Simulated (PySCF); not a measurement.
**Functional benchmark on one molecule**

Molecule: `C=CP(C)C`, C4H9P.

Geometry (Å), atoms numbered from 1 in this order:
```xyz
14

C     2.1168   -0.5644   -0.0755
C     0.9937   -0.9344    0.5489
P    -0.4377    0.1060    0.9706
C    -0.2098    1.5374   -0.1701
C    -1.7610   -0.8281    0.0715
H     2.9492   -1.2622   -0.2071
H     2.2611    0.4443   -0.4744
H     0.9236   -1.9593    0.9381
H     0.6195    2.1682    0.1827
H    -1.1228    2.1512   -0.1485
H    -0.0103    1.2245   -1.2076
H    -1.5295   -0.9666   -0.9961
H    -1.8898   -1.8158    0.5394
H    -2.7144   -0.2869    0.1698
```

Geometry PBE0-D3(BJ)/def2-SVP throughout; GIAO in PySCF 2.14.0 with density-fitted response routines, gas phase, one conformer, non-relativistic; equivalent atoms averaged; basis pcSseg-1.

Reference values (measured; solution, not stated per compound (mostly CDCl3 or CCl4); Pretsch, Buehlmann, Badertscher, Structure Determination of Organic Compounds, 4th ed. (2009)): δ(H8) = 6.23 ppm, δ(H6) = 5.51 ppm, δ(H7) = 5.39 ppm. Computed shifts are taken against TMS, calculated as an isolated molecule at each level.

How do the functionals HF, LDA, PBE, BLYP, BP86, OPBE, KT2, KT3, B97-D, B3LYP, PBE0, mPW1PW91 perform against the reference? Times are CPU seconds on 1 thread of an Intel Xeon Platinum 8488C, shared host; the GGAs took longer than the global hybrids here, which isn't the general rule, and the cause wasn't traced.

## Answers


| functional | kind | H8 | H6 | H7 | mean abs. error H | core-s |
| --- | --- | --- | --- | --- | --- | --- |
| HF | Hartree–Fock | 6.25 | 5.77 | 5.44 | 0.11 | 5.6 |
| LDA | LDA | 6.71 | 5.82 | 5.40 | 0.27 | 13 |
| PBE | GGA | 6.51 | 5.73 | 5.31 | 0.19 | 18 |
| BLYP | GGA | 6.41 | 5.60 | 5.20 | 0.15 | 17 |
| BP86 | GGA | 6.50 | 5.72 | 5.32 | 0.18 | 18 |
| OPBE | GGA | 6.49 | 5.83 | 5.38 | 0.20 | 17 |
| KT2 | GGA | 6.29 | 5.59 | 5.15 | 0.13 | 18 |
| KT3 | GGA | 6.22 | 5.57 | 5.13 | 0.11 | 18 |
| B97-D | GGA | 6.38 | 5.63 | 5.23 | 0.14 | 16 |
| B3LYP | global hybrid | 6.40 | 5.66 | 5.28 | 0.14 | 11 |
| PBE0 | global hybrid | 6.48 | 5.80 | 5.40 | 0.18 | 11 |
| mPW1PW91 | global hybrid | 6.45 | 5.78 | 5.39 | 0.16 | 13 |

For ¹H the closest is HF (0.11 ppm, with KT3, KT2 practically level) and the furthest LDA (0.27 ppm). One molecule is a small sample, and vibrational and solvent effects are absent from the calculation.
